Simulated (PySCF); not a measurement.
Species: C3H5O (charge -1).
SMILES: `[O-]C1CC1`

The closed-shell ground state was solved at several levels (PySCF, density fitting, gas phase, non-relativistic). Geometry: GFN2-xTB; no solvent, vibrations or thermal averaging. Where the HOMO energy is positive, the finite basis confines the outermost electrons. No diffuse functions stand in pcJ-1 and pcSseg-1, which bears on an anion's orbital energies.

```
        level  basis functions  total energy (Eh)  HOMO (eV)  LUMO (eV)  gap (eV)
  B3LYP/pcJ-1              158          -192.5050       1.30       6.15      4.85
PBE0/pcSseg-1               93          -192.2499       1.07       6.42      5.35
```

Task: Estimate the row for wB97X-D/def2-SVPD, a basis of 123 functions; the other rows only guide the guess.

Result: Total energy -192.3103 Eh, HOMO -1.29 eV, LUMO 6.55 eV, gap 7.84 eV.

Task: Over all these levels, which gives the widest orbital gap and which the narrowest?

Result: wB97X-D/def2-SVPD (range-separated hybrid) has the widest, 7.84 eV, and B3LYP/pcJ-1 (global hybrid, 20 % exact exchange) the narrowest, 4.85 eV. Functional and basis both differ between the two, so the spread mixes both effects.

wB97X-D is run here without its empirical dispersion term; that term would change no orbital, density or response property at a fixed geometry.
